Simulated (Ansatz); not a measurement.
Reaction (SMILES): P#P (P2) + 3 [H][H] (H2) → 2 P (PH3)
B3LYP-D3(BJ)/def2-TZVP geometries, fixed; electronic energies without zero-point terms.
Largest species:
```
P
H 1 1.4188
H 1 1.4188 2 93.38
H 1 1.4188 2 93.38 3 93.59
```
Charge 0, spin multiplicity 1.

The energy of full hydrogenation at CCSD(T) with Ansatz (a first-principles code), in kcal/mol, split into its Hartree-Fock and correlation parts. Cores are frozen. A restricted Hartree-Fock determinant is unstable towards unrestricted orbitals. No added dispersion term, no relativity. Functions are those of the species that has most.

```json
[
 {"basis": "cc-pV(D+d)Z", "X": "2", "functions": "46", "Hartree-Fock": "-58.60", "CCSD(T)": "-40.48"},
 {"basis": "cc-pV(T+d)Z", "X": "3", "functions": "81", "Hartree-Fock": "-55.22", "CCSD(T)": "-39.37"},
 {"basis": "cc-pV(Q+d)Z", "X": "4", "functions": "154", "Hartree-Fock": "-55.23", "CCSD(T)": "-39.86"}
]
```

Worked estimate of the basis-set limit from each neighbouring pair, with Hartree-Fock from the larger set and the correlation part extrapolated as X^-3.
Correlation parts: X = 2: 18.12, X = 3: 15.85, X = 4: 15.37.
- (2,3): (27·(15.85) - 8·(18.12))/19 = 14.89; with Hartree-Fock -55.22 the estimate is -40.33 kcal/mol.
- (3,4): (64·(15.37) - 27·(15.85))/37 = 15.02; with Hartree-Fock -55.23 the estimate is -40.21 kcal/mol.
The last two estimates differ by 0.12 kcal/mol; the largest set lies 0.35 from the last. Over the last step Hartree-Fock moves by -0.01 and the correlation part by -0.48.
